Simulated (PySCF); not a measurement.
Compound: C₅H₈N (doublet state).
Atom-mapped SMILES: `[CH3:1][C:2]#[C:3][C@H:4]([CH3:5])[NH:6]` (hydrogens: H7, H8, H9 on C1; H10 on C4; H11, H12, H13 on C5; H14 on N6)

Structure used (GFN2-xTB), in Å, numbered top down from 1:
```
atom  x, y, z in Å
C1     2.827   -0.047    0.162
C2     1.386   -0.166    0.146
C3     0.188   -0.233    0.104
C4    -1.260   -0.388    0.164
C5    -1.968    0.976    0.325
N6    -1.755   -1.307    1.095
H7     3.170    0.463   -0.739
H8     3.281   -1.037    0.204
H9     3.144    0.524    1.034
H10   -1.585   -0.770   -0.830
H11   -1.642    1.440    1.253
H12   -1.723    1.629   -0.508
H13   -3.041    0.816    0.370
H14   -1.025   -1.901    1.479
```

The hyperfine couplings belong to this conformer and change with its torsions.

Method used: UKS B3LYP, pcH-1 on C H N, non-relativistic, mean-field spin-orbit, GIAO in PySCF. Isolated species at its GFN2-xTB geometry (one conformer only). A GFN2-xTB geometry isn't a minimum of the functional, and hyperfine couplings can be far from their values at a DFT geometry. Stability of the SCF solution: not tested.

Problem. Match the computed a_iso(13C) values +44.4, -36.6, +8.5 MHz with the sites C3; C4; C5.

Solution. 
| site | a_iso (MHz) | ρ(0) (bohr⁻³) | position | distance from N6 (Å) | spin population | largest \|T\| (MHz) |
| --- | --- | --- | --- | --- | --- | --- |
| C3 | +8.5 | +0.0075 | 2 bonds from N6 | 2.43 | +0.01 | 2.4 |
| C4 | -36.6 | -0.0326 | 1 bond from N6 | 1.40 | -0.07 | 4.7 |
| C5 | +44.4 | +0.0395 | 2 bonds from N6 | 2.42 | +0.04 | 9.0 |

ρ(0) is the spin density at the nucleus and T the dipolar tensor; entries for several nuclei are means. Largest spin populations (Mulliken): N6 (+0.96), H10 (+0.09) and C4 (-0.07). No atom but N6 exceeds +0.15. The positive populations add up to 1.11 and the negative ones to -0.11, together 2S = 1.

Examples of negative spin density at the nucleus (bohr⁻³): C4 (-0.0326) and H14 (-0.0134).

Means are taken over nuclei equivalent by connectivity, which assumes that they swap fast. The three 1H nuclei of mean -0.7 MHz run from -2.7 to 3.1 MHz in the frozen geometry.

The run took 43 s wall (with the writing of density and orbital grids) on one thread, Arm Neoverse V1 (aarch64) (shared host), and the process peaked at 0.85 GiB of memory.
